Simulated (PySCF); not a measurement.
C4H9Cl.
Structure used (PBE0-D3(BJ)/def2-TZVP), in Å, numbered top down from 1:
```
atom  x, y, z in Å
C1     1.2293   -0.6460   -0.4075
C2     0.0458   -0.1044    0.3764
C3     0.0612    1.4189    0.4165
C4    -1.2793   -0.5604   -0.2032
Cl5   -1.5019   -2.3309   -0.1183
H6     2.1707   -0.3140    0.0355
H7     1.2022   -0.2878   -1.4416
H8     1.2275   -1.7367   -0.4279
H9     0.1019   -0.4812    1.4040
H10    0.9867    1.7815    0.8686
H11    0.0007    1.8368   -0.5930
H12   -0.7747    1.8171    0.9971
H13   -1.3610   -0.2874   -1.2570
H14   -2.1170   -0.1229    0.3393
```

All values: wB97X-D/pcSseg-2 (PySCF, non-relativistic), on one gas-phase PBE0-D3(BJ)/def2-TZVP geometry that isn't relaxed in the solvent. The solvent is an IEF-PCM continuum (cavity from Bondi-type radii × 1.2). Specific hydrogen bonds and non-electrostatic terms are outside this model.

Gas phase at wB97X-D/pcSseg-2: HOMO -10.21 eV, LUMO 2.07 eV, dipole 2.17 D.

Q: What does the continuum do to the energy, the frontier levels and the dipole at wB97X-D/pcSseg-2 in chloroform?

A: 
| solvent | ε | E(solvent) − E(gas) (kJ/mol) | polarisation term (kJ/mol) | distortion of the solute (kJ/mol) | HOMO (eV) | LUMO (eV) | dipole (D) |
| --- | --- | --- | --- | --- | --- | --- | --- |
| chloroform | 4.711 | -8.52 | -9.65 | 1.13 | -10.27 | 2.28 | 2.67 |

Polarisation term: ½ Σ q·V over the induced surface charges. Distortion: the rise of the solute's own energy as its density leaves the gas-phase optimum.

Q: Which radius a makes the point-dipole formula ΔE = −[(ε − 1)/(2ε + 1)]·μ²/a³ give the value in chloroform, with the gas-phase dipole?

A: μ = 0.854 au and |ΔE| = 0.00324 Eh give a = 2.28 Å; the farthest nucleus lies 2.77 Å from the centroid of the nuclei, so such a sphere wouldn't even hold the nuclei. The formula assumes a rigid point dipole at the centre of a sphere.

Q: Give the dipole vector in the frame of the coordinates (D, pointing from negative to positive charge), gas and chloroform.

A: Gas (0.57, 2.09, 0.09), solvent (0.62, 2.60, 0.08). Its length changes by +23 % and its direction by 2°.

wB97X-D is run here without its empirical dispersion term; that term would change no orbital, density or response property at a fixed geometry.
